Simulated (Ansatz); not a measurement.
The input, for Ansatz 0.2.0:

```yaml
crystal:
  periodic: [false, false, false]
  atoms:
    - {symbol: Hf, position_ang: [0.000000, -0.000179, 0.421687]}
    - {symbol: Si, position_ang: [0.000000, -0.000820, -2.372815]}
    - {symbol: H, position_ang: [1.224151, -0.689841, -2.882975]}
    - {symbol: H, position_ang: [-0.000057, 1.434267, -2.791360]}
    - {symbol: H, position_ang: [-1.224097, -0.689938, -2.882975]}
basis:
  gaussian: {orbitals: def2-TZVPP}
magnetization: {spin_polarized: false, initial_magnetization: 5}
correlation: {method: ccsd_t, electrons: outside_noble_gas}
output: {forces: true}
```

```sh
$ ansatz run in.yaml --threads 2 --pin off --events-out ev --progress --plain --max-ram 24576MiB --backend cuda --devices 0, --max-vram 18GiB
```

Output:

```
831 factors; integrals over basis functions are off by at most 7.6e-4 eV
mean field evaluation 1: about -9194.0079 eV, gradient 1.3e1 eV
mean field evaluation 2: about -9194.0263 eV, gradient 1.3e1 eV
mean field evaluation 4: about -9196.4412 eV, gradient 2.3e0 eV
mean field evaluation 8: about -9196.5227 eV, gradient 2.6e-1 eV
mean field evaluation 16: about -9196.5274 eV, gradient 7.1e-2 eV
mean field evaluation 32: about -9196.5430 eV, gradient 2.6e-6 eV
mean field evaluation 64: about -9196.5364 eV, gradient 5.0e-2 eV
mean field evaluation 96: about -9196.5233 eV, gradient 5.9e-2 eV
mean field evaluation 128: about -9196.5352 eV, gradient 1.6e-1 eV
mean field evaluation 160: about -9195.8271 eV, gradient 1.8e-3 eV
...
mean field evaluation 1664: about -9196.6957 eV, gradient 2.4e-2 eV
mean field evaluation 1696: about -9196.6913 eV, gradient 3.8e-1 eV
mean field evaluation 1728: about -9195.7663 eV, gradient 3.7e0 eV
determinant -9196.54297280 eV, -337.9667206098 hartree, with singles and doubles -9201.91834682 eV, -338.1642619614 hartree
determinant -9196.52896125 eV, -337.9662056946 hartree, with singles and doubles -9201.94839923 eV, -338.1653663669 hartree
determinant -9196.29558916 eV, -337.9576294284 hartree, with singles and doubles -9201.55612664 eV, -338.1509506151 hartree
determinant -9196.14040545 eV, -337.9519265323 hartree, with singles and doubles -9201.20294633 eV, -338.1379714784 hartree
determinant -9196.13097455 eV, -337.9515799532 hartree, with singles and doubles -9201.36022826 eV, -338.1437514827 hartree
determinant -9196.09102381 eV, -337.9501117906 hartree, with singles and doubles -9201.30578771 eV, -338.1417508292 hartree
determinant -9196.09038924 eV, -337.9500884705 hartree, with singles and doubles -9201.32794469 eV, -338.1425650833 hartree
determinant -9196.06460744 eV, -337.9491410070 hartree, with singles and doubles -9201.30717157 eV, -338.1418016850 hartree
determinant -9196.02202871 eV, -337.9475762673 hartree, with singles and doubles -9201.28404428 eV, -338.1409517731 hartree
determinant -9195.87840812 eV, -337.9422983083 hartree, with singles and doubles -9200.92162365 eV, -338.1276330606 hartree
determinant -9195.87471635 eV, -337.9421626382 hartree, with singles and doubles -9201.00007422 eV, -338.1305160656 hartree
determinant -9195.82706026 eV, -337.9404113092 hartree, with singles and doubles -9200.95950973 eV, -338.1290253484 hartree
determinant -9195.81595766 eV, -337.9400032962 hartree, with singles and doubles -9201.12218261 eV, -338.1350034663 hartree
determinant -9195.71385480 eV, -337.9362510852 hartree, with singles and doubles -9200.84903498 eV, -338.1249654762 hartree
determinant -9195.70053896 eV, -337.9357617371 hartree, with singles and doubles -9200.84257989 eV, -338.1247282558 hartree
determinant -9195.67394326 eV, -337.9347843630 hartree, with singles and doubles -9201.17834734 eV, -338.1370674819 hartree
determinant -9196.54297280 eV, -337.9667206098 hartree, with singles and doubles -9201.82328299 eV, -338.1607684302 hartree
determinant -9196.52896125 eV, -337.9662056946 hartree, with singles and doubles -9201.83950152 eV, -338.1613644499 hartree
determinant -9196.29558916 eV, -337.9576294284 hartree, with singles and doubles -9201.46093289 eV, -338.1474523096 hartree
mean field evaluation 1760: about -9196.5153 eV, gradient 8.8e-1 eV
9 core orbitals not correlated: weight in the atoms' cores, before any rotation towards them, 0.998 or more for the frozen orbitals, at most 0.001 for the correlated occupied ones
reference -9196.52896125 eV, -337.9662056946 hartree; 8, 3 occupied and 123, 128 virtual orbitals, 831 factors
second order -4.31725190 eV of doubles, -0.02579512 eV of singles
cycle   1  -5.31054006 eV  change    2.1e-7 eV  update   6.6e-6
cycle   2  -5.31053927 eV  change    8.0e-7 eV  update   5.9e-6
cycle   3  -5.31053782 eV  change    1.5e-6 eV  update   4.3e-6
cycle   4  -5.31053730 eV  change    5.1e-7 eV  update   2.6e-6
cycle   5  -5.31053717 eV  change    1.3e-7 eV  update   1.7e-6
cycle   6  -5.31053723 eV  change   -6.2e-8 eV  update   1.2e-6
perturbative correction -0.16975793 eV, -0.0062384887 hartree
the calculation of the forces begins
Total energy: -9202.00925640 eV, -338.1676028269 hartree
Atom 0 at     0.000000    -0.000179     0.421687 Å, force     0.000000    -0.001336     0.214297 eV/Å
Atom 1 at     0.000000    -0.000820    -2.372815 Å, force    -0.000000     0.001376    -0.224588 eV/Å
Atom 2 at     1.224151    -0.689841    -2.882975 Å, force    -0.104368     0.059359     0.006943 eV/Å
Atom 3 at    -0.000057     1.434267    -2.791360 Å, force     0.000005    -0.118767    -0.003596 eV/Å
Atom 4 at    -1.224097    -0.689938    -2.882975 Å, force     0.104364     0.059367     0.006943 eV/Å
Dipole moment:     0.000001    -0.020653     0.175605 e Å
```

Forces (eV/Å):
```
Hf   0.000 -0.001  0.214
Si   0.000  0.001 -0.225
H   -0.104  0.059  0.007
H    0.000 -0.119 -0.004
H    0.104  0.059  0.007
```

Ran on 2 threads of AMD EPYC 7R13 with a shared H100 80 GB, shared host: 94 s wall, 1.2 GiB peak host memory.
